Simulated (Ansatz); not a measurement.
# Basis or method: vertical ionisation to the doublet of Si–CH$_{2}$

Si–CH2, singlet; coordinates (Å): Si 0.000 0.000 0.596; C 0.000 0.000 -1.106; H 0.000 -0.909 -1.708; H 0.000 0.909 -1.708. Quantity: vertical ionisation to the doublet.

Ansatz 0.2.0, basis 6-31G or cc-pVDZ or cc-pVTZ; geometries are PBE0/def2-TZVP minima. Wave-function levels freeze the cores; HF, MP2 and coupled cluster are restricted for singlets and unrestricted otherwise, Kohn–Sham unrestricted where that lies lower. MRCISD+Q stands on CASSCF in the full valence space. The reference is CCSDT(Q) or full CI (coupled cluster only where its series has nearly closed). Semilocal and hybrid functionals correlate all electrons outside any core potential and usually lie nearer their basis limit than the reference, so part of their error here is the reference's basis and frozen-core error; RPA and the MP2 part of double hybrids freeze the same cores as the reference. None of these values is a measured one. Energies are electronic, without zero-point terms. No spin–orbit coupling and no scalar relativity. The species are chosen: bound, without strong static correlation by their natural occupations or amplitudes, in their lowest spin state as far as vertical gaps and like structures tell, with only the lowest ion state computed, and with a ladder that closes on the reference, so errors are smaller than for species at large; levels whose determinant breaks symmetry or spin markedly are left out.

```json
{"level": "reference", "6-31G (eV)": "8.456 (full CI)", "cc-pVDZ (eV)": "8.683 (CCSDT(Q))", "cc-pVTZ (eV)": "8.888 (CCSDT(Q))"}
{"level": "CCSD", "6-31G (eV)": "8.383", "cc-pVDZ (eV)": "8.551", "cc-pVTZ (eV)": "8.711"}
{"level": "CCSD(T)", "6-31G (eV)": "8.448", "cc-pVDZ (eV)": "8.668", "cc-pVTZ (eV)": "8.873"}
{"level": "MRCISD+Q", "6-31G (eV)": "8.455", "cc-pVDZ (eV)": "8.663", "cc-pVTZ (eV)": "8.850"}
{"level": "PBE", "6-31G (eV)": "9.006", "cc-pVDZ (eV)": "8.898", "cc-pVTZ (eV)": "8.924"}
{"level": "PBE0", "6-31G (eV)": "8.898", "cc-pVDZ (eV)": "8.777", "cc-pVTZ (eV)": "8.788"}
{"level": "B2PLYP", "6-31G (eV)": "8.725", "cc-pVDZ (eV)": "8.711", "cc-pVTZ (eV)": "8.793"}
{"level": "RPA-PBE", "6-31G (eV)": "8.453", "cc-pVDZ (eV)": "8.773", "cc-pVTZ (eV)": "9.053"}
```

From 6-31G to cc-pVTZ the reference moves by 0.432 eV and PBE by -0.082; the step from CCSD(T) to the reference is 0.008 in the first and 0.015 in the last.
